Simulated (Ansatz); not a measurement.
**The cluster GeF₃−: the relaxed shape and its frontier levels**

What does the cluster GeF₃− look like as a singlet, and where do its frontier electrons sit?

Program: Ansatz 0.2.0, Gaussian basis. Level of theory: RKS PBE0-D4/def2-TZVPD. These are calculated values, not measurements.

The runs, in order: relaxation at r2SCAN-D4/def2-TZVPD; a search for the lowest solution at PBE0-D4/def2-SVP; a single point at PBE0-D4/def2-TZVPD.

1 further run of the same task is left out (set aside as unsound or not needed). Runs told in other sessions of the task aren't counted.

## Step 1: The starting structure

4 atoms, charge -1, spin multiplicity 1.

Atoms are counted from 1 here; the program's logs count them from 0.

Bond lengths: Ge1–F2 0.927 Å, Ge1–F3 0.927 Å, Ge1–F4 0.927 Å. Angles: F2–Ge1–F3 120.0°, F2–Ge1–F4 120.0°, F3–Ge1–F4 120.0°.

Coordinates:

```xyz
4
F3Ge
Ge    0.0000    0.0000    0.0000
F     0.9014    0.2127    0.0457
F    -0.4837   -0.1386    0.7789
F    -0.4177   -0.0741   -0.8245
```

The ion is computed in the gas phase, without counter-ions or solvent.

The start is a GFN1-xTB geometry.

## Step 2: Optimising with r2SCAN-D4/def2-TZVPD

in.yaml

```yaml
crystal:
  periodic: [false, false, false]
  atoms:
    - {symbol: Ge, position_ang: [-0.000000, 0.000000, -0.000000]}
    - {symbol: F, position_ang: [0.901390, 0.212720, 0.045660]}
    - {symbol: F, position_ang: [-0.483680, -0.138640, 0.778890]}
    - {symbol: F, position_ang: [-0.417710, -0.074080, -0.824540]}
basis:
  gaussian: {orbitals: def2-TZVPD}
total_charge: -1
hamiltonian: {xc: r2scan, dispersion: d4}
scf: {lower_state_search: "off"}
output: {orbitals: {seedname: orbitals}}
relax: {f_tol: 0.02, max_steps: 100}
```

Run with:

```bash
ansatz run in.yaml --threads 4 --pin off --events-out ev --progress --plain --max-ram 3916MiB
```

After this run come: Searching for the lowest solution, PBE0-D4/def2-SVP; Single point, PBE0-D4/def2-TZVPD.

Before running them: what should the planned runs give, taken together? Wanted: point group; commonest bond; HOMO, LUMO at PBE0-D4/def2-TZVPD.

**Answer**, as computed:

| quantity | value |
| --- | --- |
| point group | C3v |
| commonest bond | F–Ge, 3 of mean length 1.816 Å |
| HOMO, LUMO at PBE0-D4/def2-TZVPD | -1.89, 4.72 eV |

**Reading.** The molecule keeps its bonding pattern by the stored test; the atoms moved 0.68 Å (rms), and the angle F2–Ge1–F4 went from 120° to 95°. No usable vibrations, so a minimum isn't proven. The HOMO lies nearest to Ge1 65 %; F2, F3, F4 about 12 % each and the LUMO to F2, F3, F4 about 28 % each; Ge1 16 %. Whether this spin is the lowest isn't tested here.
